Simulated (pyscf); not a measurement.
Optimised with ωB97X-D3(BJ)/def2-SVP in PySCF. Correlated levels are frozen-core, on RHF or UHF. ΔMP2 is the change of the MP2 total energy from the triple- to the quadruple-zeta basis.

Question: How much does it cost (ΔH, 298 K, CCSD(T)/def2-TZVPP + ΔMP2(QZVPP)) to split `[BH2][CH]=[CH2]` at its B–C bond into BH₂• + •HC=CH₂?

Answer: B–C to BH₂• + •HC=CH₂: 487.9 kJ/mol. The radicals are drawn with the spin at the cut bond; how far it spreads was not checked. Other isomers of •HC=CH₂ were not searched in full and may lie lower. The CCSD(T) − MP2 part came from Ansatz, without density fitting, on the same reference. A UHF reference is spin-contaminated (<S²> up to 0.96), which harms MP2 most.
